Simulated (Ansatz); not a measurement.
`N=CN=C(F)S`. Total charge 0; spin multiplicity 1. Geometry: relaxed with PBE0-D4/def2-TZVP. It is one conformer, not always the lowest.

```xyz
9

N    -2.194    0.889    0.153
C    -0.989    0.815   -0.211
N    -0.127   -0.213    0.192
C     1.062   -0.246   -0.202
F     1.617    0.659   -1.019
S     2.246   -1.451    0.211
H    -2.417    0.101    0.764
H    -0.588    1.585   -0.872
H     1.390   -2.137    0.984
```

Task: What is the dipole moment at r2SCAN/def2-TZVPP? (Estimate.)

Result: Computed: 3.05 D, with components (2.24, -1.99, 0.59) D in this frame, pointing from negative to positive charge.

Task: And with PBE, B3LYP, ωB97M-V? (Estimate.)

Result: Computed: PBE 2.99 D, B3LYP 3.05 D, ωB97M-V 3.02 D.

Task: Give the Mulliken charges with r2SCAN, PBE, B3LYP in def2-TZVPP. (Estimate.)

Result: Computed: 
```tsv
atom	r2SCAN	PBE	B3LYP
N1	-0.30	-0.21	-0.23
C2	0.13	0.00	0.04
N3	-0.28	-0.19	-0.23
C4	0.29	0.21	0.26
F5	-0.17	-0.13	-0.18
S6	-0.04	-0.06	-0.04
H7	0.15	0.15	0.14
H8	0.08	0.09	0.11
H9	0.13	0.14	0.13
```

B3LYP here is the variant with VWN-RPA as its local correlation; programs differ in this.
